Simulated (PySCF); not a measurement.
All values below come from B3LYP-D3(BJ)/def2-TZVP // PBE0-D4/def2-TZVP (PySCF 2.14.0). All species are isolated molecules in the gas phase. B3LYP has the VWN-RPA correlation part, as in Gaussian. Delta-SCF ions had no search for a lower state. Excitations are Tamm–Dancoff values on a coarser integration grid. The basis has no diffuse functions, so Rydberg states are missing or too high.

Reference species (SMILES): `[F][Al]([F])[SiH3]` (neutral, multiplicity 1).

```json
{
 "LUMO": "-1.66 eV",
 "vertical ionisation energy (Delta-SCF)": "10.92 eV",
 "T1 excitation (TDA)": "4.87 eV"
}
```

Changed species: `[F][Al]([F])[F]` (0 of 3 F replaced by SiH3; the reference has 1 of 3 F replaced by SiH3).

Problem. Predict the effect on the LUMO, vertical ionisation energy (Delta-SCF) and T1 excitation (TDA).

Solution. the LUMO falls by 0.23 eV, to -1.89 eV; the vertical ionisation energy (Delta-SCF) increases by 3.41 eV, to 14.33 eV; the T1 excitation (TDA) rises by 3.06 eV, to 7.93 eV.
